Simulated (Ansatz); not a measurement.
Relaxation of CH4BCl (7 atoms, charge 0, multiplicity 1), to a largest force component of 0.03 eV/Å in at most 50 steps.

Level of theory: RKS PBE-D4/def2-SVP in Ansatz 0.2.0.

```xyz
7
Properties=species:S:1:pos:R:3:forces:R:3
B 0.212 -0.037 0.332 0.87 0.05 -0.28
H 0.042 -0.316 1.479 -0.54 -0.13 0.54
C 1.721 0.028 -0.107 -0.35 0.08 -0.28
H 2.173 -0.971 0.087 0.01 -0.01 0.01
H 1.929 0.319 -1.155 -0.01 0.00 -0.01
H 2.256 0.720 0.580 0.01 0.00 0.02
Cl -1.162 0.257 -0.716 0.01 0.00 0.00
```

Task: Where does it end, and by what steps?

Result: It converged. After 4 steps the energy has fallen by 0.047 eV; H2 moved furthest, 0.11 Å.

```
step  energy less start (eV)  largest force component (eV/Å)  accepted
   0                  0.0000                           0.870       yes
   1                 -0.0409                           0.412       yes
   2                 -0.0462                           0.131       yes
   3                 -0.0457                           0.161        no
   4                 -0.0469                           0.006       yes
```

```xyz
7
Properties=species:S:1:pos:R:3
B 0.244 -0.048 0.368
H -0.063 -0.332 1.510
C 1.726 0.026 -0.107
H 2.208 -0.962 0.072
H 1.872 0.314 -1.165
H 2.286 0.731 0.548
Cl -1.102 0.270 -0.726
```

Whether the end is a true minimum wasn't checked by a vibrational analysis.

The run took 4.7 s on 1 thread of Intel(R) Xeon(R) 6975P-C (Granite Rapids), on a shared host, peak memory 0.14 GiB.
